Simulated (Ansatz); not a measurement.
**C2H7N (ethanamine): a line through the functionals**

The species is C2H7N (10 atoms), meant as a singlet with charge 0. SMILES: `CCN`. The shape is that of a PBE0-D4/def2-TZVP optimisation. This is one conformer, not always the lowest.

The HOMO–LUMO gap y, in eV, basis cc-pVDZ; a is the functional's share of exact exchange. Programs: Ansatz 0.2.0.

| functional | program | a | y (eV) |
| --- | --- | --- | --- |
| BLYP | Ansatz | 0 | 5.80 |
| r2SCAN | Ansatz | 0 | 7.05 |
| B3LYP | Ansatz | 0.2 | 7.79 |
| PBE0 | Ansatz | 0.25 | 8.45 |
| r2SCAN0 | Ansatz | 0.25 | ? |
| BHLYP | Ansatz | 0.5 | 10.62 |

Q: Fit y = c + s·a to the known rows and predict r2SCAN0.

A: 
1. Means of the 5 rows: a = 0.1900, y = 7.942.
2. Σ(Δa)² = 0.172, Σ(Δa·Δy) = 1.4356, so the slope is 1.4356/0.172 = 8.3465.
3. Intercept: 7.942 − (8.3465) × 0.1900 = 6.356. The largest residual of the fit is 0.69.
4. r2SCAN0: 6.356 + (8.3465) × 0.25 = 8.44 eV.

The run gave 9.15 eV, so the prediction is off by -0.71 eV, about the scatter of the fit. Exact exchange lowers occupied levels and raises empty ones. The rows mix families of semi-local functionals, which the line can't see.
